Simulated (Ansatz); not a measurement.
Molecule: BCl$_{2}$, net charge 0, doublet state. It need not be the lowest isomer of its formula. SMILES: Cl[B]Cl
Geometry from a B3LYP-D3(BJ)/def2-TZVP (Ansatz, a quantum-chemistry and plane-wave program) optimisation:
```xyz
3

B     -0.0053     0.6863    -0.0382
Cl     1.5376    -0.0889     0.0100
Cl    -1.5361    -0.1130     0.0012
```
Charge 0, spin multiplicity 2.

Computed values are from Ansatz. Valence correlation only, unless marked. UHF or UKS for open shells. No spin-orbit coupling. No relativistic terms. CBS marks a two-point X^-3 extrapolation of the correlation energy; Hartree-Fock from the larger set.

Task: What is the dipole moment at CCSD(T)/aug-cc-pV(D+d)Z?

Result: 0.26 D.

Task: What is the total energy at CCSD(T)/CBS(cc-pV(T+d)Z,cc-pV(Q+d)Z)?

Result: -944.3401 Eh.

Task: What is the atomisation energy De at CCSD(T)/CBS(cc-pV(T+d)Z,cc-pV(Q+d)Z)?

Result: 203.1 kcal/mol.

Task: What is the T1 diagnostic at CCSD/cc-pV(Q+d)Z?

Result: 0.014.
